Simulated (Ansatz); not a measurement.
A made-up structure of SiNH₂, doublet:

| atom | x (Å) | y (Å) | z (Å) |
| --- | --- | --- | --- |
| N1 | 0.2080 | -0.8347 | 0.0848 |
| Si2 | 0.1705 | 0.9485 | 0.0036 |
| H3 | 1.0107 | -1.5943 | 0.3128 |
| H4 | -1.3891 | 1.4805 | -0.4012 |

It is relaxed with PBE-D4/def2-SVP and then PBE0-D4/def2-TZVP (Ansatz 0.2.0). Atoms count as bonded within 1.22 times the sum of their covalent radii (H–H: 0.88 Å). The end point is not checked to be a true minimum.

(1) Does its bonding change? (Judge from chemistry; the calculation decides.)

Answers

(1) By the calculation: No: no bond forms or breaks.

Where it ends: The first stage lowers the energy by 0.70 eV in 6 steps. It ends as SiNH₂ ([NH][SiH]):
```
4
angstrom
N 0.1859 -0.7452 0.0756
Si 0.1519 0.8469 0.0036
H 0.9028 -1.4232 0.2794
H -1.2406 1.3215 -0.3586
```

Labels in which every atom is bracketed show which atoms are joined, not bond orders.

For scale, one of the runs: PBE0-D4/def2-TZVP relaxation, 80 basis functions, launched by `ansatz run in.yaml --threads 2 --pin off --events-out ev --progress --plain --max-ram 4352MiB`. Hardware: 2 CPU threads of an Intel Xeon Platinum 8259CL, shared host. Wall time about 13 s.
